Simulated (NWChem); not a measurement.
**An input for triplet [BCl2]+**

[BCl2]+: 3 atoms, total charge +1, spin state triplet. SMILES of the parent species: `Cl[B+]Cl`. Geometry: relaxed at GFN2-xTB. That shape belongs to the parent species and isn't relaxed for this state.

```csv
atom,x (Å),y (Å),z (Å)
Cl,-1.2384,0.7665,-0.5913
B,0.0007,0.0014,0.0006
Cl,1.2376,-0.7678,0.5907
```

Settings wanted:

```json
{
 "task": "energy",
 "method": "CASSCF",
 "basis set": "3-21G",
 "reference": "ROHF",
 "relativity": "none",
 "iteration cap": "80",
 "active electrons": "2",
 "active orbitals": "3",
 "cas iter": "50",
 "module": "mcscf",
 "d and f functions": "Cartesian"
}
```

**Question.** Give an NWChem 7.3.0 job that does this.

**Answer.** This one ran through:

struct.nw:
```
START struct
memory 2200 mb
charge 1

GEOMETRY units angstrom noautosym nocenter noautoz
Cl      -1.238380       0.766480      -0.591300
B        0.000740       0.001360       0.000550
Cl       1.237640      -0.767840       0.590740
END

BASIS
Cl library 3-21G
B library 3-21G
END

SCF
nopen 2
rohf
maxiter 80
print low
END

MCSCF
active 3
actelec 2
multiplicity 3
maxiter 50
END

TASK mcscf energy
```

```bash
$ nwchem struct.nw > struct.out
```

Calculated total energy: -938.58014 Eh.
